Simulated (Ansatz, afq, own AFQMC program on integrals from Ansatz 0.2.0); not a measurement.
## Pt, quintet in def2-SVP, levels against CCSDTQ

A free Pt atom.

Basis def2-SVP with its core potentials. Only valence electrons are correlated. AFQMC by an in-house program on the Cholesky factors that Ansatz 0.2.0 writes for its CCSD(T) run. ph-AFQMC/CISD is guided by a CISD state made of CCSD amplitudes; releasing the constraint for a short imaginary time cuts its bias at the price of noise, slowly where states lie close. Error bars are statistical, one sigma. No spin–orbit coupling. The metal's outer-core s and p shells are frozen, which shifts wave-function levels against functionals.

Determinant: UHF, the one that the program's search chose, which needn't be the lowest solution.

No full CI on the walks' own integrals is used here; CCSDTQ serves as the reference and is uncertain by about the last step of the cluster series.

Cautions: no spin-orbit coupling; outer-core shells of the metal frozen; another spin lies lower (by 4.65 eV); the released energies move by 1.5 errors or more from one time to the next, so no released level is given (meV from the phaseless value at times in 1/Eh: -4.4 ± 2.3 at 0.60, -3.1 ± 1.2 at 1.20, 0.5 ± 2.4 at 2.00, -12.0 ± 2.2 at 3.00, -308 ± 303 at 4.20).

- T1 diagnostic: 0.0170
- weight of the determinant in the CISD state: 0.939
- ⟨S²⟩ of the determinant: 6.003
- size of the correlated space: 10 electrons in 28 orbitals

Reference: CCSDTQ, correlation energy -4.364 eV.

| level | E − E(reference) (kJ/mol) | share of correlation (%) |
| --- | --- | --- |
| HF | 421.1 | 0.00 |
| MP2 | 19.3 | 95.41 |
| CCSD | 11.7 | 97.23 |
| CCSD(T) | 6.6 | 98.44 |
| CCSDT | 1.6 | 99.61 |
| CCSDT(Q) | 0.3 | 99.93 |
| ph-AFQMC/HF | 10.4 ± 1.5 | 97.52 |
| ph-AFQMC/CISD | 6.2 ± 0.2 | 98.53 |

CCSDT and higher add their correlation energy to the determinant of the CCSD(T) run, since their own runs factorise the integrals more tightly (a shift of under 2 meV).
